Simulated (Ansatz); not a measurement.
Cartesian coordinates (Å):
```xyz
11

C      1.1835    -0.1703     0.0209
C      0.3081    -1.2549    -0.0611
C     -1.0672    -0.9996    -0.0823
N     -1.5884     0.2286    -0.0281
C     -0.7442     1.2603     0.0502
C      0.6471     1.1175     0.0780
H      2.2653    -0.3260     0.0401
H      0.6805    -2.2808    -0.1080
H     -1.7803    -1.8302    -0.1462
H     -1.1960     2.2586     0.0935
H      1.2917     1.9970     0.1428
```
Charge 0, spin multiplicity 1.

The numbers are results of Ansatz (a first-principles code) with frozen-core CCSD(T)/cc-pVTZ // B3LYP-D3(BJ)/def2-SVP, not measurements. The restricted HF reference is unstable towards unrestricted orbitals.

```
Quantity                       Result
----------------------  -------------
HF energy               -246.77480 Ha
MP2 correlation energy    -0.98462 Ha
```

**Question.** Estimate the CCSD correlation energy, the (T) correction, the total energy and the T1 diagnostic.

**Answer.** 
```yaml
CCSD correlation energy: -1.00246 Ha
"(T) correction": -0.05437 Ha
CCSD(T) total energy: -247.83163 Ha
T1 diagnostic: 0.012
```
